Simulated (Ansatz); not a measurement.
Ansatz (a first-principles code) input (PBE0/6-31G**): A basis named .json is the Basis Set Exchange file of that set (core-valence sets with the plain set on hydrogen).

Ansatz 0.2 input:
```yaml
crystal:
  periodic: [false, false, false]
  atoms:
    - {symbol: F, position_ang: [-0.00000000, -0.00000000, -1.07291806]}
    - {symbol: Cl, position_ang: [0.00000000, 0.00000000, 0.56801544]}
basis:
  gaussian:
    orbitals: 6-31G__.json
hamiltonian:
  xc: {name: PBE0}
magnetization: {spin_polarized: false}
```

Output:

```
Functional definition: PBE0
integrals: 0.00 GiB planned
293 factors; integrals over basis functions are off by at most 6.7e-4 eV
mean field: 0.07 GiB planned
mean field evaluation 1: about -15229.2476 eV, gradient 1.8e1 eV
mean field evaluation 2: about -15228.5738 eV, gradient 2.7e1 eV
mean field evaluation 4: about -15229.7484 eV, gradient 4.4e-1 eV
mean field evaluation 8: about -15229.7507 eV, gradient 6.7e-3 eV
mean field -15229.75066619 eV, -559.6830138868 hartree, gradient 2.8e-5 eV, S^2 0.000000; 0 other end points of the search recorded, 0 dependent functions left out
reference -15229.75067602 eV, -559.6830142480 hartree; 13, 13 occupied and 21, 21 virtual orbitals, 293 factors
Total energy: -15229.75067602 eV, -559.6830142480 hartree
```
